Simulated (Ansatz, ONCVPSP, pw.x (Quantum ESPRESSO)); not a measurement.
pw.x on diamond W: one setting changed

Potential: optimised norm-conserving Vanderbilt (ONCV), ONCVPSP 4.0.1, PBEsol; core [Kr] 4d10 4f14, reference 5s2 5p6 5d4 6s1.75 6p0.25; waves: 5s+6s: rc 2.00 bohr, ncon 4, nbas 7, qcut 7 1/bohr, 2 projectors; 5p+6p: rc 2.25 bohr, ncon 3, nbas 6, qcut 7.8 1/bohr, 2 projectors; 5d: rc 1.60 bohr, ncon 3, nbas 6, qcut 6.4 1/bohr, 1 projector; f scattering state at 0.05 Ha: rc 1.85 bohr, ncon 3, nbas 6, qcut 5.4 1/bohr, 2 projectors, debl 1.3 Ha; local part: polynomial inside 1.05 bohr (lpopt 5, dvloc0 2 Ha); core correction: polynomial model core, fcfact 0.15.

The reference run (k-mesh 8³, cutoffs 50/200 Ry, Fermi–Dirac 0.01 Ry, mixing_beta 0.4, conv_thr 1e-9, no spin) gives -0.35 GPa at 23.915 Å³/atom, where all-electron LAPW gives -0.12 GPa. This run, with its own iteration cap, changes smearing to mv.

```
&control
  calculation='scf', prefix='x', pseudo_dir='./', outdir='./tmp', tstress=.true., disk_io='none'
/
&system
  ibrav=0, nat=2, ntyp=1, ecutwfc=50, ecutrho=200, nbnd=23,
  occupations='smearing', smearing='mv', degauss=0.01
/
&electrons
  conv_thr=1e-09, mixing_beta=0.4, electron_maxstep=60
/
ATOMIC_SPECIES
W 1.0 W.UPF
CELL_PARAMETERS angstrom
  0.00000000 2.88108980 2.88108980
  2.88108980 0.00000000 2.88108980
  2.88108980 2.88108980 0.00000000
ATOMIC_POSITIONS crystal
W 0.0000 0.0000 0.0000
W 0.2500 0.2500 0.2500
K_POINTS automatic
8 8 8 0 0 0
```

```bash
pw.x < W.scf.in > W.scf.out
```

Q: How does the run end?

A: It converges in 8 iterations; the free energy moves by +44.6 meV/atom and the pressure by -0.43 GPa. This scheme is built to cancel the term in the square of the width that Fermi–Dirac smearing leaves in the F of a metal.

```
Message from routine setup:
     using ibrav=0 with symmetry is DISCOURAGED, use correct ibrav instead
     lattice parameter (alat)  =       7.6996  a.u.
     unit-cell volume          =     322.7728 (a.u.)^3
     number of electrons       =        28.00
     number of Kohn-Sham states=           23
     kinetic-energy cutoff     =      50.0000  Ry
     charge density cutoff     =     200.0000  Ry
     scf convergence threshold =      1.0E-09
     Exchange-correlation= PBESOL
     number of k points=    29  Marzari-Vanderbilt smearing, width (Ry)=  0.0100
     iteration #  1     ecut=    50.00 Ry     beta= 0.40
     total energy              =    -290.96127524 Ry
     estimated scf accuracy    <       0.07108528 Ry
     iteration #  2     ecut=    50.00 Ry     beta= 0.40
     total energy              =    -290.95797244 Ry
     estimated scf accuracy    <       0.01592091 Ry
     iteration #  3     ecut=    50.00 Ry     beta= 0.40
     total energy              =    -290.95885227 Ry
     estimated scf accuracy    <       0.00058737 Ry
     [... 2 iterations left out ...]
     iteration #  6     ecut=    50.00 Ry     beta= 0.40
     total energy              =    -290.95896114 Ry
     estimated scf accuracy    <       0.00000048 Ry
     iteration #  7     ecut=    50.00 Ry     beta= 0.40
     total energy              =    -290.95896152 Ry
     estimated scf accuracy    <       0.00000011 Ry
     iteration #  8     ecut=    50.00 Ry     beta= 0.40
     the Fermi energy is    12.6515 ev
!    total energy              =    -290.95896155 Ry
     estimated scf accuracy    <          8.8E-10 Ry
     smearing contrib. (-TS)   =      -0.00045397 Ry
     The total energy is F=E-TS. E is the sum of the following terms:
     one-electron contribution =    -108.11702292 Ry
     hartree contribution      =      61.11418802 Ry
     xc contribution           =     -50.03187691 Ry
     ewald contribution        =    -193.92379577 Ry
     convergence has been achieved in   8 iterations
          total   stress  (Ry/bohr**3)                   (kbar)     P=       -7.81
     Message from routine punch:
     Nothing written, as per user request (disk_io='none')
```

The run took about 16 s on one core of a shared host (Intel(R) Xeon(R) 6975P-C, 192 threads, 1512 GiB, load 102).
